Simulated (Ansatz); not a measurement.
Task: a single point in a Gaussian basis of C₃H₆O₂, SMILES C1COCO1, with Ansatz's Python interface. Give the script and its output. Use: PBE0, 6-31G* basis, multiplicity 1.

`energy_c3h6o2.py`:
```python
# -*- coding: utf-8 -*-
"""Electronic structure of the C3H6O2 molecule."""

from pathlib import Path
import logging
import sys

import ansatz
from rdkit import Chem
from rdkit.Chem import AllChem

logging.basicConfig(stream=sys.stdout, format="%(levelname)s:%(name)s:%(message)s")
log = logging.getLogger("c3h6o2")
log.setLevel(logging.INFO)

# start geometry from RDKit
rd = Chem.AddHs(Chem.MolFromSmiles("C1COCO1"))
AllChem.EmbedMolecule(rd, randomSeed=735)
AllChem.UFFOptimizeMolecule(rd)
c3h6o2 = ansatz.Crystal.molecule()
for atom, xyz in zip(rd.GetAtoms(), rd.GetConformer().GetPositions()):
    c3h6o2 = c3h6o2.atom(atom.GetSymbol(), xyz.round(5).tolist())

setup = c3h6o2.calculation().basis(gaussian="6-31G*").functional("pbe0").orbitals()
print(setup.to_yaml())
res = setup.run(threads=1, pin="off", runs_dir="runs")
report = res.report

log.info(f"E = {report['free_energy_ev']:.6f} eV = {report['free_energy_ev'] / 27.211386246:.7f} Ha")
print("converged:", report["converged"], " doubts:", report["published_state_doubts"] or "none")

state = report["mean_field"]["state"]
log.info(f"mean field: {state['energy']['hartree']:.7f} Ha, <S^2> = {abs(state['spin_squared']):.4f}, stability: {state.get('stability', {}).get('kind')}")

lines = Path(report["orbitals_path"]).read_text().splitlines()
field_of = lambda key: [line.split("=")[1].strip() for line in lines if line.startswith(key)]
orbitals = [(27.211386 * float(e), s, float(n)) for e, s, n in zip(field_of("Ene="), field_of("Spin="), field_of("Occup="))]
homo = max(e for e, _, n in orbitals if n > 0.5)
lumo = min(e for e, _, n in orbitals if n < 0.5)
for e, spin, n in sorted(orbitals):
    if homo - 10 < e < lumo + 5:
        log.info(f"{spin:6s} {e:10.3f} eV  occupation {n:.0f}")
```

```console
$ python energy_c3h6o2.py
crystal:
  periodic: [false, false, false]
  atoms:
    - { symbol: C, position_ang: [-0.78658, -0.7017, 0.1572] }
    - { symbol: C, position_ang: [-0.69801, 0.78639, -0.0087] }
    - { symbol: O, position_ang: [0.57301, 1.0441, -0.50858] }
    - { symbol: C, position_ang: [1.33774, -0.08375, -0.16134] }
    - { symbol: O, position_ang: [0.5205, -1.1833, 0.16296] }
    - { symbol: H, position_ang: [-1.29393, -0.96687, 1.10946] }
    - { symbol: H, position_ang: [-1.33842, -1.15615, -0.6941] }
    - { symbol: H, position_ang: [-0.82113, 1.29967, 0.97045] }
    - { symbol: H, position_ang: [-1.4682, 1.15548, -0.71922] }
    - { symbol: H, position_ang: [1.98414, 0.16258, 0.70834] }
    - { symbol: H, position_ang: [1.99087, -0.35645, -1.01647] }
basis:
  gaussian:
    orbitals: "6-31G*"
hamiltonian:
  xc: pbe0
output:
  orbitals: {}

INFO:c3h6o2:E = -7293.716679 eV = -268.0391441 Ha
converged: True  doubts: none
INFO:c3h6o2:mean field: -268.0391441 Ha, <S^2> = 0.0000, stability: minimum
INFO:c3h6o2:Alpha     -14.695 eV  occupation 2
INFO:c3h6o2:Alpha     -14.481 eV  occupation 2
INFO:c3h6o2:Alpha     -12.883 eV  occupation 2
INFO:c3h6o2:Alpha     -12.275 eV  occupation 2
INFO:c3h6o2:Alpha     -11.787 eV  occupation 2
INFO:c3h6o2:Alpha     -11.522 eV  occupation 2
INFO:c3h6o2:Alpha      -9.986 eV  occupation 2
INFO:c3h6o2:Alpha      -9.699 eV  occupation 2
INFO:c3h6o2:Alpha      -7.659 eV  occupation 2
INFO:c3h6o2:Alpha      -7.075 eV  occupation 2
INFO:c3h6o2:Alpha       2.589 eV  occupation 0
INFO:c3h6o2:Alpha       3.461 eV  occupation 0
INFO:c3h6o2:Alpha       3.836 eV  occupation 0
INFO:c3h6o2:Alpha       4.165 eV  occupation 0
INFO:c3h6o2:Alpha       4.255 eV  occupation 0
INFO:c3h6o2:Alpha       4.735 eV  occupation 0
INFO:c3h6o2:Alpha       5.055 eV  occupation 0
INFO:c3h6o2:Alpha       5.885 eV  occupation 0
INFO:c3h6o2:Alpha       6.301 eV  occupation 0
INFO:c3h6o2:Alpha       7.299 eV  occupation 0
```

Total energies depend on the basis set; only differences at equal settings carry meaning. The geometry is a force-field or estimated start, not a minimum of this method, and the basis set is short of its limit. Alpha marks a spatial orbital of a restricted run, filled by both spins. Levels such as HOMO and LUMO are orbital energies: with these approximate functionals they aren't the ionisation energy and electron affinity, and their gap isn't the fundamental gap. The whole script took 3.1 s on 1 thread of Arm Neoverse V1, with other jobs on the host, peak memory 0.29 GiB.
